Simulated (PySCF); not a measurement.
O2, optimised at B3LYP/6-31G*:

```xyz
2

O      0.0047    -0.4477     0.4101
O     -0.0047     0.4477    -0.4101
```

Method: PySCF energies (xtb for GFN2) plus ideal-gas RRHO corrections (1 bar). 6-31G* has spherical d functions here. Open shells (unrestricted): O2 (multiplicity 3). GFN2 has no spin-polarisation term. B3LYP is the form with VWN-RPA correlation.

Q: List the harmonic frequencies (cm⁻¹, unscaled) at this level and at the other levels, each on its own geometry.

A: 
- B3LYP/6-31G*: 1656
- GFN2-xTB: 1629
- HF/6-31G*: 1996
- PBE/def2-SVP: 1610
- PBE0/def2-TZVP: 1714
